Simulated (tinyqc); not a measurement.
Inside a calculation. Method: MP2 on RHF in the sto-6g basis, frozen core, for LiH, spin multiplicity 1. One step of it, computed by the program tinyqc.

Question. Orthogonalisation. S = U s U^T; symmetric (Loewdin) form X = U s^(-1/2) U^T, so that X^T S X = 1.

overlap S, order 1Li 1s, 1Li 2s, 1Li 2px, 1Li 2py, 1Li 2pz, 2H 1s:
$$\begin{pmatrix}
1.000000 & 0.235742 & 0.000000 & 0.000000 & 0.000000 & 0.091138 \\
0.235742 & 1.000000 & 0.000000 & 0.000000 & 0.000000 & 0.430909 \\
0.000000 & 0.000000 & 1.000000 & 0.000000 & 0.000000 & 0.000000 \\
0.000000 & 0.000000 & 0.000000 & 1.000000 & 0.000000 & 0.000000 \\
0.000000 & 0.000000 & 0.000000 & 0.000000 & 1.000000 & 0.534058 \\
0.091138 & 0.430909 & 0.000000 & 0.000000 & 0.534058 & 1.000000
\end{pmatrix}$$

Give: eigenvalues of S; X.

Answer.

eigenvalues of S: [0.3112, 0.8015, 1.0000, 1.0000, 1.1592, 1.7282]

X, order 1Li 1s, 1Li 2s, 1Li 2px, 1Li 2py, 1Li 2pz, 2H 1s:
$$\begin{pmatrix}
1.0219 & -0.1213 & 0.0000 & 0.0000 & 0.0011 & -0.0075 \\
-0.1213 & 1.1312 & 0.0000 & 0.0000 & 0.1357 & -0.3183 \\
0.0000 & 0.0000 & 1.0000 & 0.0000 & 0.0000 & 0.0000 \\
0.0000 & 0.0000 & 0.0000 & 1.0000 & 0.0000 & 0.0000 \\
0.0011 & 0.1357 & 0.0000 & 0.0000 & 1.1682 & -0.3951 \\
-0.0075 & -0.3183 & 0.0000 & 0.0000 & -0.3951 & 1.2779
\end{pmatrix}$$
